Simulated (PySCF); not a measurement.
Compound: SO2.
Geometry (PBE0-D3(BJ)/def2-TZVP, Å), atoms numbered from 1 in this order:
```
atom  x, y, z in Å
O1    -1.2495    0.2878    0.0079
S2    -0.0470   -0.4881   -0.0082
O3     1.2133    0.1904   -0.0064
```

All values: wB97X-D/pcSseg-2 (PySCF, non-relativistic), on one gas-phase PBE0-D3(BJ)/def2-TZVP geometry that isn't relaxed in the solvent. The solvent is an IEF-PCM continuum (cavity from Bondi-type radii × 1.2). Only the electrostatic response of the medium enters.

Gas phase at wB97X-D/pcSseg-2: HOMO -11.49 eV, LUMO -1.58 eV, dipole 1.85 D.

**Question.** What does the continuum do to the energy, the frontier levels and the dipole at wB97X-D/pcSseg-2 in chloroform?

**Answer.** 
```json
{"solvent": "chloroform", "ε": "4.711", "E(solvent) − E(gas) (kJ/mol)": "-13.03", "polarisation term (kJ/mol)": "-14.38", "distortion of the solute (kJ/mol)": "1.35", "HOMO (eV)": "-11.37", "LUMO (eV)": "-1.38", "dipole (D)": "2.14"}
```

The polarisation term is half the interaction of the solute with the surface charges that it induces; the rest is the cost of distorting the solute's density. The sum is the electrostatic part of solvation alone.

**Question.** Which radius a makes the point-dipole formula ΔE = −[(ε − 1)/(2ε + 1)]·μ²/a³ give the value in chloroform, with the gas-phase dipole?

**Answer.** μ = 0.727 au and |ΔE| = 0.00496 Eh give a = 1.78 Å; the farthest nucleus lies 1.26 Å from the centroid of the nuclei. The formula assumes a rigid point dipole at the centre of a sphere.

**Question.** Give the dipole vector in the frame of the coordinates (D, pointing from negative to positive charge), gas and chloroform.

**Answer.** Gas (-0.07, -1.85, -0.02), solvent (-0.09, -2.14, -0.03). Its length changes by +16 % and its direction by less than 1°.

The pairwise dispersion term of wB97X-D wasn't added to the energies; at a given geometry it leaves orbitals and properties as they are.
